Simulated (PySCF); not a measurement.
OS, singlet, geometry from GFN2-xTB of the parent state; PBE0/def2-SVP (PySCF).

PySCF was given this input:
```python
from pyscf import gto, scf, dft

mol = gto.M(
    atom='''
O    -0.000000   -0.000000   -0.978003
S     0.000000    0.000000    0.489001
''',
    basis='def2-svp',
    charge=0,
    spin=0,
    verbose=5,
)

mf = dft.RKS(mol)
mf.xc = 'pbe0'
mf.kernel()
```

What the program printed (banner, timings and long lists left out):

```
PySCF version 2.14.0

[INPUT] verbose = 5
[INPUT] max_memory = 4000
[INPUT] num. atoms = 2
[INPUT] num. electrons = 24
[INPUT] charge = 0
[INPUT] spin (= nelec alpha-beta = 2S) = 0
[INPUT] symmetry False subgroup None
[INPUT] Mole.unit = angstrom
[INPUT] Symbol           X                Y                Z      unit          X                Y                Z       unit  Magmom
[...]
[INPUT] ---------------- BASIS SET ----------------
[INPUT] l, kappa, [nprim/nctr], expnt,             c_1 c_2 ...
[INPUT] O
[...]
                                340.87010191      -0.03989003923
                                77.363135167      -0.17853911985
                                21.47964494       -0.46427684959
                                6.6589433124      -0.44309745172
[...]
                                3.863550544       0.23094120765
                                1.0480920883      0.51375311064
[...]
[INPUT] S
[...]
                                1381.5105503      -0.016683029937
                                313.8714758       -0.075262436116
                                88.053870623      -0.19376827038
                                27.039914905      -0.17718020803
[...]
                                4.9664522326      0.65066293018
                                2.0116242047      0.59712155354
[...]
                                61.306894736      -0.066547669241
                                19.103729887      -0.24828595903
                                6.6567720378      -0.48703847402
                                2.3959635161      -0.39337850312
[...]
nuclear repulsion = 46.172118820235
number of shells = 14
number of NR pGTOs = 60
number of NR cGTOs = 32
basis = def2-svp
ecp = {}

******** <class 'pyscf.dft.rks.RKS'> ********
method = RKS
initial guess = minao
damping factor = 0
level_shift factor = 0
DIIS = <class 'pyscf.scf.diis.CDIIS'>
diis_start_cycle = 1
diis_space = 8
diis_damp = 0
SCF conv_tol = 1e-09
SCF conv_tol_grad = None
SCF max_cycles = 50
direct_scf = True
direct_scf_tol = 1e-13
XC library pyscf.dft.libxc version 7.1.2
    S. Lehtola, C. Steigemann, M. J. T. Oliveira, and M. A. L. Marques,  SoftwareX 7, 1–5 (2018)
XC functionals = pbe0
    C. Adamo and V. Barone,  J. Chem. Phys. 110, 6158 (1999)
    M. Ernzerhof and G. E. Scuseria,  J. Chem. Phys. 110, 5029 (1999)
radial grids:
    Treutler-Ahlrichs [JCP 102, 346 (1995); DOI:10.1063/1.469408] (M4) radial grids

[...]
cycle= 7 E= -472.898764493526  delta_E= -5.12e-07  |g|= 0.000156  |ddm|= 0.00105
[...]
  mo_energy =
[-8.90907630e+01 -1.92699148e+01 -8.08949138e+00 -6.03398222e+00
 -6.03059007e+00 -6.01705801e+00 -1.09984566e+00 -6.61500204e-01
 -4.53002177e-01 -4.45242530e-01 -4.38275748e-01 -2.21131433e-01
 -1.58919291e-01  5.73727095e-02  3.27869579e-01  6.13266400e-01
  6.22980006e-01  6.24931102e-01  6.36244954e-01  6.77099006e-01
  6.97590881e-01  7.19896315e-01  8.39231930e-01  9.96023780e-01
  1.01087668e+00  1.15426542e+00  1.20374239e+00  2.58839368e+00
  2.58913537e+00  2.72468249e+00  2.75050534e+00  3.27444697e+00]
nelec by numeric integration = 23.99999884371211
E1 = -744.2192316910008  E2 = 225.14834837176335  Ecoul = 259.1510797693591  Exc = -34.002731397595774
cycle= 8 E= -472.898764499003  delta_E= -5.48e-09  |g|= 1.34e-05  |ddm|= 0.000134
[...]
  mo_energy =
[-8.90907590e+01 -1.92699180e+01 -8.08948826e+00 -6.03397875e+00
 -6.03058718e+00 -6.01705479e+00 -1.09984569e+00 -6.61499959e-01
 -4.53002602e-01 -4.45242392e-01 -4.38275811e-01 -2.21131359e-01
 -1.58918961e-01  5.73725725e-02  3.27870091e-01  6.13267764e-01
  6.22981506e-01  6.24932460e-01  6.36245979e-01  6.77099138e-01
  6.97591432e-01  7.19896612e-01  8.39232142e-01  9.96023240e-01
  1.01087616e+00  1.15426537e+00  1.20374210e+00  2.58839239e+00
  2.58913411e+00  2.72468193e+00  2.75050508e+00  3.27444699e+00]
nelec by numeric integration = 23.999998843712326
E1 = -744.2192229264274  E2 = 225.14833960715362  Ecoul = 259.1510727405333  Exc = -34.00273313337969
cycle= 9 E= -472.898764499039  delta_E= -3.63e-11  |g|= 5.02e-07  |ddm|= 1.07e-05
[...]
  mo_energy =
[-8.90907591e+01 -1.92699178e+01 -8.08948816e+00 -6.03397865e+00
 -6.03058711e+00 -6.01705471e+00 -1.09984571e+00 -6.61499919e-01
 -4.53002654e-01 -4.45242435e-01 -4.38275834e-01 -2.21131290e-01
 -1.58918883e-01  5.73726785e-02  3.27870175e-01  6.13267894e-01
  6.22981686e-01  6.24932629e-01  6.36246092e-01  6.77099245e-01
  6.97591564e-01  7.19896732e-01  8.39232000e-01  9.96023143e-01
  1.01087608e+00  1.15426542e+00  1.20374206e+00  2.58839221e+00
  2.58913393e+00  2.72468177e+00  2.75050495e+00  3.27444687e+00]
nelec by numeric integration = 23.99999884371237
E1 = -744.2192215279986  E2 = 225.14833820872548  Ecoul = 259.1510714008838  Exc = -34.00273319215832
Extra cycle  E= -472.898764499038  delta_E= 6.82e-13  |g|= 6.68e-07  |ddm|= 1.34e-06
converged SCF energy = -472.898764499038
```
